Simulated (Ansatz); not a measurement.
# CH6B2: functionals against CCSD(T) at one geometry

An exercise on one series of results from a longer session: the logs are not shown, and one member is left open.

Program: Ansatz 0.2.0, Gaussian basis. Level of theory: single points in def2-TZVPP. These are calculated values, not measurements.

Correlated methods freeze the cores.

### Where the work starts

9 atoms, charge 0, spin multiplicity 1.

Atoms are counted from 1 here; the program's logs count them from 0.

Bond lengths: B1–C2 1.502 Å, B1–H4 1.254 Å, B1–H5 1.206 Å, C2–B3 1.625 Å, C2–H6 0.971 Å, C2–H7 1.109 Å, B3–H8 1.159 Å, B3–H9 1.182 Å. Angles: C2–B1–H4 118.1°, C2–B1–H5 127.2°, H4–B1–H5 114.7°, B1–C2–B3 106.0°, B1–C2–H6 106.3°, B1–C2–H7 115.0°, B3–C2–H6 105.2°, B3–C2–H7 113.4°, H6–C2–H7 110.4°, C2–B3–H8 123.7°, C2–B3–H9 117.2°, H8–B3–H9 118.7°.

As a file:

```xyz
9

B    -0.39480    0.75570   -0.97190
C     0.57320   -0.16100   -0.27930
B    -0.05940   -0.45250    1.18890
H    -1.30880    0.23960   -1.65860
H    -0.39670    1.96170   -0.95450
H     1.37260    0.36400   -0.11220
H     0.82670   -1.08340   -0.83980
H     0.17160    0.18690    2.12730
H    -0.68890   -1.44460    1.31810
```

The first run:

File run/in.yaml:

```yaml
crystal:
  periodic: [false, false, false]
  atoms:
    - {symbol: B, position_ang: [-0.394800, 0.755700, -0.971900]}
    - {symbol: C, position_ang: [0.573200, -0.161000, -0.279300]}
    - {symbol: B, position_ang: [-0.059400, -0.452500, 1.188900]}
    - {symbol: H, position_ang: [-1.308800, 0.239600, -1.658600]}
    - {symbol: H, position_ang: [-0.396700, 1.961700, -0.954500]}
    - {symbol: H, position_ang: [1.372600, 0.364000, -0.112200]}
    - {symbol: H, position_ang: [0.826700, -1.083400, -0.839800]}
    - {symbol: H, position_ang: [0.171600, 0.186900, 2.127300]}
    - {symbol: H, position_ang: [-0.688900, -1.444600, 1.318100]}
basis:
  gaussian: {orbitals: def2-TZVPP}
correlation: {method: ccsd_t}
output: {forces: true}
```

No record of the launch command was kept for these runs.

Among the steps run: CCSD(T)/def2-TZVPP; PBE0-D4/def2-TZVPP; wB97M-V/def2-TZVPP; r2SCAN-D4/def2-TZVPP; PBE-D4/def2-TZVPP; revPBE-D4/def2-TZVPP; LC-wPBE/def2-TZVPP.

One table of the session follows, with a row left open; its other results are not shown here.

| method | RMS force component (eV/Å) | angle to CCSD(T) forces (°) | dipole (D) |
| --- | --- | --- | --- |
| CCSD(T) | 1.645 | reference | 0.86 |
| PBE0-D4 | 1.654 | 3.8 | 0.91 |
| wB97M-V | 1.626 | 2.7 | 0.91 |
| r2SCAN-D4 | ? | ? | ? |
| PBE-D4 | 1.676 | 5.3 | 0.95 |
| revPBE-D4 | 1.677 | 4.6 | 0.95 |
| LC-wPBE | 1.666 | 4.3 | 0.87 |

Estimate the missing values for r2SCAN-D4.

As computed: RMS force component (eV/Å): 1.638; angle to CCSD(T) forces (°): 3.3; dipole (D): 0.95. In the column «RMS force component (eV/Å)» it lies between wB97M-V (1.626) and CCSD(T) (1.645).
